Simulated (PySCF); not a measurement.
NH, optimised at GFN2-xTB:

```xyz
2

N      0.0056    -0.3775     0.3457
H     -0.0056     0.3775    -0.3457
```

Energies from PySCF (xtb for GFN2), thermal terms from the rigid-rotor harmonic-oscillator model, ideal gas at 1 bar. 6-31G* has spherical d functions here. Open shells (unrestricted): NH (multiplicity 3). GFN2 has no spin-polarisation term. B3LYP is the form with VWN-RPA correlation.

Q: List the harmonic frequencies (cm⁻¹, unscaled) at this level and at the other levels, each on its own geometry.

A: 
- GFN2-xTB: 3282
- B3LYP/6-31G*: 3231
- HF/6-31G*: 3517
- PBE/def2-SVP: 3139
- PBE0/def2-TZVP: 3297
